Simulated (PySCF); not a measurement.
Compound: C4H8NO (doublet state).
Numbering: `[CH3:1]/[N:2]=[C:3](\[CH3:4])[CH2:5][O:6]` (hydrogens: H7, H8, H9 on C1; H10, H11, H12 on C4; H13, H14 on C5)

The calculation used UKS B3LYP, pcH-1 on C H N O, non-relativistic, mean-field spin-orbit, GIAO (PySCF 2.14.0). One conformer (not necessarily the lowest) at the GFN2-xTB geometry, without solvent, vibrations or thermal averaging. A GFN2-xTB geometry isn't a minimum of the functional, and hyperfine couplings can be far from their values at a DFT geometry.

Output of the driver script. Atoms in this output count from 0.

```
UKS, coarse grid
  cycle   1  E = -286.89607161  |g| = 6.99e-01
  cycle   2  E = -282.13950824  |g| = 2.33e+00
  cycle   3  E = -286.98685239  |g| = 4.50e-01
  cycle   4  E = -287.07389726  |g| = 3.80e-01
  cycle   5  E = -287.12401858  |g| = 1.80e-01
  cycle   6  E = -287.13135357  |g| = 1.39e-01
  cycle   7  E = -287.13658647  |g| = 9.45e-02
  cycle   8  E = -287.14101147  |g| = 2.21e-02
  cycle   9  E = -287.14126226  |g| = 4.99e-03
  cycle  10  E = -287.14128429  |g| = 1.66e-03
  cycle  11  E = -287.14129736  |g| = 1.43e-03
  cycle  12  E = -287.14131110  |g| = 1.20e-03
  cycle  13  E = -287.14132669  |g| = 1.03e-03
  cycle  14  E = -287.14133707  |g| = 6.73e-04
  cycle  15  E = -287.14134400  |g| = 5.25e-04
UKS, final grid
  cycle   1  E = -287.14136407  |g| = 9.21e-04
  cycle   2  E = -287.14136285  |g| = 2.14e-03
  cycle   3  E = -287.14136492  |g| = 2.72e-04
  cycle   4  E = -287.14136506  |g| = 2.01e-04
  cycle   5  E = -287.14136595  |g| = 1.52e-04
  cycle   6  E = -287.14136614  |g| = 1.06e-04
  cycle   7  E = -287.14136636  |g| = 4.42e-05
  cycle   8  E = -287.14136639  |g| = 1.74e-05
  cycle   9  E = -287.14136639  |g| = 9.59e-06
E = -287.14136639 Eh   <S^2> = 0.7548 (exact 0.7500)
g shifts (ppm)      1          2          3
  rmc          -278       -278       -278
  gc            -13         36         37
  oz_so         125       5086      35820
  total        -167       4844      35579
hyperfine (MHz)  atom isotope    a_iso     a_fc   dipolar eigenvalues
    0   13C      18.77      18.77     -2.44     -2.33      4.77
    1   14N      32.26      32.26     -3.97     -3.00      6.97
    2   13C      91.85      91.85     -8.98     -7.96     16.94
    3   13C       1.19       1.19     -2.42     -1.26      3.68
    4   13C     -36.06     -36.06     -8.55      0.12      8.43
    5   17O     -44.65     -44.65   -225.73    112.09    113.64
    6    1H      -0.75      -0.75     -1.81     -1.36      3.17
    7    1H       9.74       9.74     -1.89     -0.04      1.93
    8    1H      -2.32      -2.32     -1.78     -1.06      2.85
    9    1H       3.34       3.34     -2.22     -0.89      3.11
   10    1H      -1.63      -1.63     -1.97     -1.62      3.59
   11    1H      -1.80      -1.80     -5.27     -3.40      8.67
   12    1H       8.46       8.46     -7.10     -3.01     10.11
   13    1H     291.55     291.55     -7.26     -4.18     11.44
```

Question: The SCF converged. Which of these numbers needs a check, and why?

Answer: The largest g shift is +0.036, past the limit of 0.03 at which the run flags a species of elements up to argon. The orbital-Zeeman/spin–orbit term is second order, a sum of spin–orbit matrix elements over excitation energies, so it grows and becomes less reliable as an excited state comes close; a shift of this size calls for a check with another method. The contact and dipolar couplings don't rest on that expansion, but they belong to the state that the SCF found, and a close-lying state with the spin in another orbital would have other couplings; no stability test was run.

Question: Where is the spin in this solution (atoms counted from 1)?

Answer: The largest Mulliken spin populations are on O6 (+0.75), H14 (+0.14) and N2 (+0.08). O6 is the only atom above +0.15. The unrestricted determinant has ⟨S²⟩ = 0.7548 (exact 0.7500), so spin contamination is small. 

Question: Average a_iso over equivalent nuclei, turn it into first-order splittings with g = 2.0023, and give the multiplets for abundant isotopes (0.05 mT or more).

Answer: 
```json
{"nuclei (from 1)": "H13/H14", "isotope": "1H", "I": "1/2", "position": "2 bonds from O6", "a_iso (MHz)": "150.0", "|a| (mT)": "5.35", "splits into": "1:2:1 triplet"}
{"nuclei (from 1)": "N2", "isotope": "14N", "I": "1", "position": "3 bonds from O6", "a_iso (MHz)": "32.3", "|a| (mT)": "1.15", "splits into": "1:1:1 triplet"}
{"nuclei (from 1)": "H7/H8/H9", "isotope": "1H", "I": "1/2", "position": "5 bonds from O6", "a_iso (MHz)": "2.2", "|a| (mT)": "0.08", "splits into": "1:3:3:1 quartet"}
```

Nuclei that the bonding pattern makes equivalent are averaged, as if the motion that swaps them (rotation, inversion, ring flip) were fast. The three 1H nuclei of mean +2.2 MHz run from -2.3 to 9.7 MHz in the frozen geometry. The 1H value of +150.0 MHz is a mean of couplings from 8.5 to 291.5 MHz in this one geometry, not an average over conformers.

The run took 50 s (with the writing of density and orbital grids) on one thread, Arm Neoverse V1 (aarch64), shared host with 32 logical CPUs at a one-minute load of 26, and the process peaked at 0.88 GiB of memory.
